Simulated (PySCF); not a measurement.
```xyz
3
charge 0 multiplicity 2, angstrom
B     0.0000    0.0000   -0.6810
Cl    1.5287    0.0000    0.1072
Cl   -1.5287    0.0000    0.1072
```

All numbers come from PySCF, UPBE0, basis B def2-TZVP, Cl def2-TZVP (no relativity, density fitting).

This geometry of BCl2 is a stationary point at this level.

Question: What is the point group?

Answer: C2v.

Question: Is it a minimum?

Answer: Yes: all harmonic wavenumbers are real.

Question: List the harmonic modes with their infrared intensities.

Answer: 
```csv
symmetry,ω (cm⁻¹),IR (km/mol)
a1,284,0.7
a1,703,21.4
b2,1003,379
```

Question: What are the dipole moment and the gap between the highest occupied and lowest empty levels of either spin?

Answer: 0.31 D and 4.45 eV.

Question: What is the atomisation energy, with and without zero-point energy?

Answer: 886 kJ/mol without, 875 kJ/mol with.

In C2v the vibrations span 2a1 + b2. Here b1 is antisymmetric to the molecular plane and b2 lies in it.

Only a few start shapes were tried, so a lower isomer may exist.
